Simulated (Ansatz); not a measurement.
```yaml
atoms:
  - { symbol: C, position_ang: [0.0000, 0.0000, -0.6849] }
  - { symbol: O, position_ang: [0.0000, 0.0000, 0.5137] }
```

UHF-MP2 on doublet CO(+) was run in several spherical basis sets with Ansatz (development build ahead of 0.2.0). Frozen core: 2 orbitals. Caution for UHF-MP2: the unrestricted determinant is spin contaminated.

**Question.** Rank the basis sets by the total energy that they give, lowest first, with the distance from the lowest.
A. cc-pVTZ
B. 6-31G(d)
C. cc-pVDZ

**Answer.** A (0.00 eV), C (2.29 eV), B (2.79 eV).

Totals follow the description of the cores as much as that of the bonds, so this order isn't one of quality for chemistry.
